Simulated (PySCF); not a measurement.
## Heteronuclear NMR

Geometry:
| atom | x (Å) | y (Å) | z (Å) |
| --- | --- | --- | --- |
| O1 | -1.583 | -0.264 | 0.191 |
| C2 | -0.420 | 0.482 | 0.353 |
| C3 | 0.818 | -0.277 | -0.134 |
| F4 | 0.685 | -0.631 | -1.426 |
| F5 | 1.921 | 0.478 | -0.049 |
| F6 | 1.051 | -1.398 | 0.551 |
| H7 | -1.703 | -0.496 | -0.740 |
| H8 | -0.307 | 0.676 | 1.422 |
| H9 | -0.449 | 1.437 | -0.193 |

[PySCF: shieldings: GIAO PBE0/pcSseg-1; J couplings at B3LYP/pcJ-1; coordinates at the GFN2-xTB level; no relativistic terms; one conformer; in vacuum; equivalent nuclei averaged]

Question: What are the 19F shifts?

Answer: 
| atoms | environment | σ (ppm) | δ (ppm) |
| --- | --- | --- | --- |
| F4/F5/F6 | fluorine of a CF3 group | 266.8 | -80.1 |

Shieldings were converted by a linear fit to measured shifts: 19F (scatter 6.0 ppm rms, 7.0 ppm with the 5 outliers that the fit left out vs CFCl3, solution or neat liquid, with a term for F on sp3 carbon). A few per cent of atoms miss by over 2 rms, more outside the fitted compound classes. Couplings are scaled by factors fitted to measured values: 2J(H,H) × 0.95 (rms 1.3 Hz), 1J(C,F) × 0.77 (rms 8.7 Hz), 2J(C,F) × 1.14 (rms 1.9 Hz, 10.1 with 1 outliers); all others are unscaled and can be 10–30 % off.

Couplings (the largest are listed; each averaged over equivalent pairs): 1J(C3,F4) = -270.2 Hz, 2J(F4,F5) = 68.3 Hz, 2J(C2,F4) = 38.8 Hz, 3J(F4,H8) = 7.8 Hz, 3J(O1,F4) = 2.9 Hz.

On a 300 MHz spectrometer 19F resonates near 282.3 MHz, so 1 ppm is 282.3 Hz.

Question: What are the 17O shifts?

Answer: 
```tsv
atoms	environment	σ (ppm)	δ (ppm)
O1	alcohol oxygen	322.4	-27.0
```

Shieldings were converted by a linear fit to measured shifts: 17O (scatter 10.7 ppm rms, 12.2 ppm with the 3 outliers that the fit left out vs liquid water, solution or neat liquid). Occasional misses reach two or three times the rms, and more in compound classes unlike the fitted ones. Couplings are scaled by factors fitted to measured values: 2J(H,H) × 0.95 (rms 1.3 Hz), 1J(C,F) × 0.77 (rms 8.7 Hz), 2J(C,F) × 1.14 (rms 1.9 Hz, 10.1 with 1 outliers); all others are unscaled and can be 10–30 % off.

Couplings (the largest are listed; each averaged over equivalent pairs; quadrupolar broadening usually hides them): 1J(O1,C2) = 20.6 Hz, 2J(O1,H8) = -8.6 Hz, 3J(O1,F4) = 2.9 Hz.

On a 500 MHz spectrometer 17O resonates near 67.8 MHz, so 1 ppm is 67.8 Hz.
